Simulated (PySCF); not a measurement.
## Stationary points of [CCl2]+

Computed with PBE0 in PySCF with C def2-TZVP, Cl def2-TZVP; no relativity; density-fitted integrals.

Relaxations began from a few typed shapes; open shells are unrestricted. The search is not exhaustive: other isomers or separated fragments can lie lower, and high-lying points may rest on an excited occupation.

(1) Which is the lowest minimum found?
A. doublet D∞h: C–Cl 1.550 Å (×2); Cl–C–Cl 180.0°
B. doublet C2v: C–Cl 1.582 Å (×2); Cl–C–Cl 135.8°

Results:

(1) B. The others lie at 57.2 (doublet D∞h, a saddle point) kJ/mol above it.

The electron or spin density has lower symmetry than the nuclear frame for the doublet D∞h at 57.2 kJ/mol.
